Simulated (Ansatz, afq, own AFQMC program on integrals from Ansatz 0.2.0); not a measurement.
Integrals from Ansatz 0.2.0, then the random walk in our own AFQMC program (afq).

```yaml
crystal:
  periodic: [false, false, false]
  atoms:
    - {symbol: Ge, position_ang: [-0.919123, 0.000000, 0.000000]}
    - {symbol: H, position_ang: [-1.430573, 1.446599, 0.000000]}
    - {symbol: H, position_ang: [-1.430573, -0.723300, 1.252792]}
    - {symbol: H, position_ang: [-1.430573, -0.723299, -1.252792]}
    - {symbol: H, position_ang: [0.774877, 0.000000, 0.000000]}
    - {symbol: N, position_ang: [3.237961, 0.000000, 0.000000]}
    - {symbol: C, position_ang: [2.077877, 0.000000, 0.000000]}
basis:
  gaussian: {orbitals: cc-pVDZ}
magnetization: {spin_polarized: true, initial_magnetization: 1}
correlation: {method: ccsd_t, electrons: outside_noble_gas, hamiltonian_folder: ham}
```

```sh
$ ansatz run in.yaml --threads 1 --pin off --events-out ev --progress --plain --max-ram 24576MiB --backend cuda --devices 0, --max-vram 18GiB
```

Options of the walk:

```
--method phaseless --trial cisd --walkers 4000 --populations 20 --least-time 60 --time-step 0.005 --steps-per-block 50 --equilibration-blocks 28 --max-blocks 4000 --target-error 0.00024 --factor-cut 1e-05 --start spin_pure --seed 9673 --release-times 0.24,0.51,0.99,1.5 --release-step 0.03 --release-every 4 --taylor-order 6
```

Times are imaginary, in 1/Eh. The walk had a cap of 162 s. With eight or more populations the least sampling time is a fifth of least-time, and the error comes from their spread. Filled inner d shells are frozen with the cores.

Log:

```
orbitals 59  electrons 9 8  factors 477 of 768
reference energy -2169.86240291 Eh
CCSD correlation -0.41943968 Eh in 13 cycles, weight of the determinant in the CISD state 0.7897
energy of the start -2170.259536 Eh
 block  time / (1/Eh)  mean weight  energy / Eh
     1     0.250  0.9997  -2170.261682
     2     0.500  1.0003  -2170.272481
     3     0.750  1.0001  -2170.282359
     4     1.000  1.0000  -2170.286547
     5     1.250  0.9999  -2170.290569
    10     2.500  1.0001  -2170.296827
    25     6.250  1.0003  -2170.299743
    40    10.000  1.0000  -2170.300103
    49    12.250  0.9998  -2170.297910
    55    13.750  0.9999  -2170.299545
    70    17.500  1.0003  -2170.299742
    85    21.250  1.0003  -2170.300499
   100    25.000  0.9996  -2170.297993
   106    26.500  1.0001  -2170.303580
   115    28.750  1.0000  -2170.298285
   130    32.500  0.9997  -2170.301614
   145    36.250  0.9999  -2170.300499
   148    37.000  1.0002  -2170.298502
error from the spread of 20 populations
released: time / (1/Eh)  energy / Eh  error  mean overlap
  0.24  -2170.300479  0.000233  0.9988
  0.51  -2170.300911  0.000239  0.9956
  0.99  -2170.301091  0.000185  0.9888
  1.50  -2170.300729  0.000223  0.9856
energy -2170.299989 +/- 0.000285 Eh
(rows thinned)
```

The run passed its tests (sampling time, drift between the halves within three errors, error under three times the target), which doesn't prove that it has relaxed, ending at its cap on processor time.

Against this walk (error 7.8 meV) on the same determinant: CCSD(T) 69.4 meV higher, CCSDT(Q) 17.6 meV lower. The error is statistical and leaves out the bias of the constraint. The determinant has ⟨S²⟩ = 0.94, so the low cluster orders mix in higher spin (the high orders can go on to a lower state of that spin), while the walk starts as a pure doublet. None of these is a sure reference here. Released to 1.50 1/Eh the energy lies 20 ± 10 meV (both errors) below the phaseless value, which shows part or all of the bias of the constraint, and CCSDT(Q) lies 2.5 meV above the released value.

Cautions: constraint bias not in the error; error above the target (7.8 against 6.5 meV); no relativity below Rb; no spin-orbit coupling; inner d shell frozen; unrestricted determinant spin contaminated (⟨S²⟩ 0.94 against 0.75).

The walk took 2.7 min on 1 × NVIDIA H100 80GB HBM3 with 2 threads of AMD EPYC 7R13 Processor (Zen 3), with other jobs on the host (the card was shared). The log's last line is the phaseless energy.

CCSDT and higher add their correlation energy to the determinant of the CCSD(T) run, since their own runs factorise the integrals more tightly (a shift of under 2 meV). A walk keeps the symmetry of its determinant, which the program's search chose and which needn't be the lowest solution, so a lower state of the same spin and another symmetry isn't excluded.
